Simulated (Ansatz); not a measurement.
Ansatz (an electronic-structure program) input (CCSD(T)/aug-cc-pVDZ):

Ansatz 0.2 input:
```yaml
crystal:
  periodic: [false, false, false]
  atoms:
    - {symbol: C, position_ang: [1.18117604, -0.36779598, 0.01854416]}
    - {symbol: C, position_ang: [-0.00115998, 0.51798809, -0.05691682]}
    - {symbol: O, position_ang: [-1.20555268, -0.12470547, 0.10015001]}
    - {symbol: H, position_ang: [-1.92525557, 0.50464161, -0.01377086]}
    - {symbol: H, position_ang: [-0.00116302, 1.40815434, -0.67836497]}
    - {symbol: H, position_ang: [2.09806429, 0.22204659, -0.00681776]}
    - {symbol: H, position_ang: [1.17235960, -0.95240933, 0.94267001]}
    - {symbol: H, position_ang: [1.22031985, -1.08594199, -0.81468055]}
basis:
  gaussian:
    orbitals: aug-cc-pVDZ
magnetization: {spin_polarized: true, initial_magnetization: 1}
correlation: {method: ccsd_t, electrons: outside_noble_gas}
output: {forces: true}
```

End of the output:

```
reference -4176.46376521 eV, -153.4822124628 hartree; 10, 9 occupied and 101, 102 virtual orbitals, 1114 factors
densities: 2.19 GiB planned
second order -12.92730375 eV of doubles, -0.00000000 eV of singles
coupled cluster: 1.28 GiB planned
cycle   1  -13.45687208 eV  change   -5.3e-1 eV  update   8.4e-2
cycle   2  -13.80130939 eV  change   -3.4e-1 eV  update   2.6e-2
cycle   3  -13.89614950 eV  change   -9.5e-2 eV  update   1.6e-2
cycle   4  -13.89528742 eV  change    8.6e-4 eV  update   5.6e-3
cycle   5  -13.89438165 eV  change    9.1e-4 eV  update   2.5e-3
cycle   6  -13.89486969 eV  change   -4.9e-4 eV  update   9.5e-4
cycle   7  -13.89478472 eV  change    8.5e-5 eV  update   3.7e-4
cycle   8  -13.89480710 eV  change   -2.2e-5 eV  update   1.7e-4
cycle   9  -13.89483851 eV  change   -3.1e-5 eV  update   7.5e-5
cycle  10  -13.89480462 eV  change    3.4e-5 eV  update   3.8e-5
cycle  11  -13.89481682 eV  change   -1.2e-5 eV  update   2.0e-5
cycle  12  -13.89482595 eV  change   -9.1e-6 eV  update   9.7e-6
cycle  13  -13.89482780 eV  change   -1.8e-6 eV  update   4.7e-6
cycle  14  -13.89482953 eV  change   -1.7e-6 eV  update   2.1e-6
perturbative correction -0.41745907 eV, -0.0153413379 hartree
the calculation of the forces begins
Total energy: -4190.77605382 eV, -154.0081793677 hartree
Atom 0 at     1.181176    -0.367796     0.018544 Å, force     0.122567    -0.223948    -0.041700 eV/Å
Atom 1 at    -0.001160     0.517988    -0.056917 Å, force     0.084305     0.435267     0.208440 eV/Å
Atom 2 at    -1.205553    -0.124705     0.100150 Å, force    -0.470582    -0.532109     0.095265 eV/Å
Atom 3 at    -1.925256     0.504642    -0.013771 Å, force    -0.099418     0.141939    -0.024356 eV/Å
Atom 4 at    -0.001163     1.408154    -0.678365 Å, force     0.003268     0.374678    -0.297141 eV/Å
Atom 5 at     2.098064     0.222047    -0.006818 Å, force     0.382115     0.277736    -0.006952 eV/Å
Atom 6 at     1.172360    -0.952409     0.942670 Å, force    -0.019489    -0.220058     0.388163 eV/Å
Atom 7 at     1.220320    -1.085942    -0.814681 Å, force    -0.002767    -0.253505    -0.321719 eV/Å
Dipole moment:    -0.055005     0.225043    -0.133863 e Å
```

It need not be the lowest isomer of its formula.
